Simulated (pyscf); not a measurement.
F–Au (SMILES [F][Au]) + SiH₄ (SMILES [SiH4]) → AuH (SMILES [AuH]) + F–SiH₃ (SMILES F[SiH3]), a four-centre exchange (singlet surface; Au–F, H–Si broken, Au–H, F–Si formed). Single points on ωB97X-D3(BJ)/def2-SVP structures (PySCF, gas phase). Energies in kJ/mol from the separated reactants.

AM1 to PM7: differences of heats of formation from MOPAC, which are fitted to 298 K values and so differ in kind from electronic energies by zero-point and thermal terms. 

**Question.** Quick PM7 single points give ΔE‡ = -207.9 kJ/mol and ΔE = -544.8 kJ/mol. What does ωB97M-D3(BJ)/def2-TZVP give, and how far is the quick result from it?

**Answer.** ωB97M-D3(BJ)/def2-TZVP gives ΔE‡ = -3.0 kJ/mol and ΔE = -236.7 kJ/mol. PM7 lies 204.9 kJ/mol under it in the barrier and 308.1 kJ/mol under it in the reaction energy, so on this step it does not hold to within 12.6 kJ/mol. ωB97M-D3(BJ)/def2-TZVP has limits of its own. On the reactant side the descent ends in a complex, 17.0 kJ/mol under the separated species and 6.6 kJ/mol under the saddle at ωB97X-D3(BJ)/def2-TZVP. On the product side the descent ends in a bound adduct (not fully relaxed), 46.3 kJ/mol under the separated species and 265.3 kJ/mol under the saddle at ωB97X-D3(BJ)/def2-TZVP. At ωB97M-D3(BJ) the saddle lies under the separated reactants, which points to a path from their complex (located at ωB97X-D3(BJ) alone). The reactants may also form a dative adduct at F–Au; it and routes through it were not searched. This is the saddle that the search found; another between the same sides may lie lower. In the def2 sets elements past Kr carry core potentials, without spin-orbit coupling.
